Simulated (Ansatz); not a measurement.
```yaml
crystal:
  periodic: [false, false, false]
  atoms:
    - {symbol: Si, position_ang: [0.026403, 0.000224, -0.048914]}
    - {symbol: H, position_ang: [1.401538, 0.013962, 0.415417]}
    - {symbol: H, position_ang: [-1.078013, 0.953105, 0.473101]}
    - {symbol: H, position_ang: [-1.059216, -0.973304, 0.474431]}
basis:
  gaussian: {orbitals: def2-TZVP}
total_charge: 1
magnetization: {spin_polarized: true, initial_magnetization: 2}
hamiltonian: {xc: pbe0}
relax: {f_tol: 0.004, max_steps: 80}
```

```sh
$ ansatz run in.yaml --threads 1 --pin off --events-out ev --progress --plain --max-ram 2176MiB
```

Steps of the relaxation (energy above the last step; positions in Å, forces in eV/Å):

```
4
step 1, 660.3 meV
Si    0.026    0.000   -0.049    1.030    0.009   -1.912
H     1.402    0.014    0.415    0.332    0.004    0.622
H    -1.078    0.953    0.473   -0.680   -0.030    0.645
H    -1.059   -0.973    0.474   -0.681    0.018    0.645
```

```
4
step 2, 275.5 meV
Si    0.094    0.001   -0.236   -0.104   -0.001    0.068
H     1.401    0.014    0.484   -0.157   -0.002    0.002
H    -1.110    0.770    0.532    0.135   -0.390   -0.035
H    -1.095   -0.791    0.533    0.127    0.392   -0.036
```

```
4
step 3, 135.9 meV
Si    0.130    0.001   -0.290    0.021    0.000   -0.057
H     1.396    0.014    0.499   -0.108   -0.001    0.023
H    -1.124    0.577    0.552    0.048   -0.443    0.017
H    -1.112   -0.598    0.553    0.039    0.444    0.016
```

```
4
step 4, 107.4 meV
Si    0.164    0.001   -0.349    0.820    0.007   -0.735
H     1.378    0.014    0.518   -0.095   -0.001    0.079
H    -1.129    0.383    0.573   -0.381    1.895    0.327
H    -1.122   -0.404    0.573   -0.344   -1.901    0.330
```

```
4
step 6, 4.5 meV
Si    0.174    0.001   -0.360    0.196    0.002   -0.115
H     1.386    0.014    0.518   -0.120   -0.001   -0.010
H    -1.139    0.438    0.578   -0.037   -0.046    0.063
H    -1.130   -0.459    0.578   -0.038    0.046    0.063
```

```
4
step 9, 0.0 meV
Si    0.186    0.002   -0.385    0.003    0.000    0.004
H     1.366    0.014    0.527   -0.004    0.000   -0.003
H    -1.135    0.429    0.586    0.000    0.000    0.000
H    -1.126   -0.450    0.586    0.000    0.000    0.000
```

Close pairs at the end: Si1–H2 1.492 Å, Si1–H4 1.694 Å, Si1–H3 1.694 Å.

A stationary point of unrestricted PBE0 after 9 steps, with ⟨S²⟩ = 2.003 against 2.00 for a pure state; no frequencies were run, so it isn't proven a minimum. 4.7 s on 1 thread of Intel Xeon 6975P-C, shared host.
